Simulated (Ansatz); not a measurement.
**Structure relaxation of Ni**

Theory: DFT r2SCAN, scalar-relativistic, plane waves, PAW (Ansatz 0.2.0). Cutoff 500 eV, Γ-centred k mesh, Gaussian smearing, collinear spin, first started from parallel moments.

Ni was placed on the lonsdaleite structure type (P6_3/mmc, No. 194), at a guessed volume.

```yaml
crystal:
  lattice:
    - [3.11341, 0.00000, 0.00000]
    - [-1.55671, 2.69629, 0.00000]
    - [0.00000, 0.00000, 5.13713]
  atoms:
    - { symbol: Ni, position: [0.33333, 0.66667, 0.43750] }
    - { symbol: Ni, position: [0.66667, 0.33333, 0.93750] }
    - { symbol: Ni, position: [0.66667, 0.33333, 0.56250] }
    - { symbol: Ni, position: [0.33333, 0.66667, 0.06250] }
```

Cell and atoms relax at zero pressure; the relaxation can't lower the symmetry of the start. After a coarse first stage the cell is made exact in the group found at 0.06 Å.

Energies count from the standard state of Ni at the same level.

Question: What does it relax into?

Answer: It ends in P6/mmm (No. 191). Conventional cell: a = 3.862 Å, c = 2.277 Å. Ni has 5 Ni at 2.23–2.28 Å.

Space group P6/mmm (No. 191). a = 3.862 Å, b = 3.862 Å, c = 2.277 Å, α = 90.00°, β = 90.00°, γ = 120.00°
```csv
atom,site,symmetry,x,y,z
Ni,2c,-6m2,0.3333,0.6667,0.0000
```

Question: What are its volume, energy, gap and moment?

Answer: The volume per atom is 14.71 Å³ and the density is 6.62 g/cm³. The energy over the standard structure is 1.03 eV/atom. The gap on the 18×18×24 mesh is 0 eV (a metal) and the net moment per atom is 0.84 μB. The largest site moment is 0.90 μB.

The final run used a 18×18×24 mesh on its 2-atom cell and 0.10 eV smearing. The k mesh leaves about 4 meV/atom of noise in metals. The magnetic state reached may not be the lowest. Symmetry constrained the relaxation, so the result can be a saddle point. The steps took about 12 core-minutes in all.

This form isn't the element's structure at ambient conditions.